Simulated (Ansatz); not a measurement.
hcp Lu was calculated with r²SCAN (Ansatz, a first-principles code, plane waves, PAW).

A relaxed, unreconstructed slab of the (11-20) face has 16 atoms, two equal faces of 33.221 Å² each and an energy of -235894.0076 eV. A bulk cell of 4 atoms with the same orientation and in-plane k mesh has -58974.7906 eV. Energies are extrapolated to zero smearing.

Settings: plane-wave cutoff 500 eV, 10×10×1 k mesh (along the axes of the cell as run), Fermi–Dirac smearing 0.1 eV, scalar-relativistic PAW data made under PBE.

Worked out: γ = (E_slab − N E_bulk per atom)/2A = [-235894.0076 − 16 × (-58974.7906/4)]/(2 × 33.221) = 0.0776 eV/Å². With 16.022 J/m² per eV/Å² this is 1.24 J/m², or 2.58 eV per surface cell and face.
